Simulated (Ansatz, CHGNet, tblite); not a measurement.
C axis length of trigonal Se: levels of theory against measurement

Reference value: 4.958 Å (measured, 293 K, not corrected to a static lattice; as tabulated in Wikipedia's data pages).

```
level (code)        value (Å)
-----------------  ----------
GFN2-xTB (tblite)       4.939
CHGNet 0.3.0            5.233
LDA (Ansatz)            5.120
PBE (Ansatz)       (withheld)
rVV10 (Ansatz)          5.189
```

What belongs in the gaps?


- PBE (Ansatz, a program for electronic structure), value (Å): 5.043

Differences against the reference: GFN2-xTB -0.38 %, CHGNet 0.3.0 +5.55 %, LDA +3.27 %, PBE +1.71 %, rVV10 +4.66 %.

Leaving aside GFN2-xTB (doubt noted below), CHGNet 0.3.0 (doubt noted below): Closest of the ranked levels: PBE (+1.71 %). Farthest off among them: rVV10 (+4.66 %).

The measured value isn't corrected to a static lattice, so vibrations enter the comparison.  GFN2-xTB, CHGNet 0.3.0: the cell has another shape than the first-principles one, perhaps another minimum in the same group. GFN2-xTB: the method was fitted mainly to molecules. GFN2-xTB: the run uses a supercell at the zone centre in place of a k mesh. CHGNet 0.3.0: the cell moved over 20 % in volume from its start. LDA: LDA has no dispersion term either, though it tends to give short spacings of layers, chains or molecules. PBE: for a layered or molecular solid the relaxed cell lies over 5 % above the published volume, where the minimum can be shallow. PBE: the cell comes from a level without a dispersion term, which matters for the spacing of layers, chains or molecules. Cutoffs and k meshes differ between the levels. Ansatz's density-functional and Hartree–Fock values are scalar-relativistic unless marked +SOC, with PAW data made under PBE.

Machine-learned potentials (CHGNet 0.3.0) are trained on DFT data: a solid inside that data is no test of them.

Differences are worked out from the printed values.
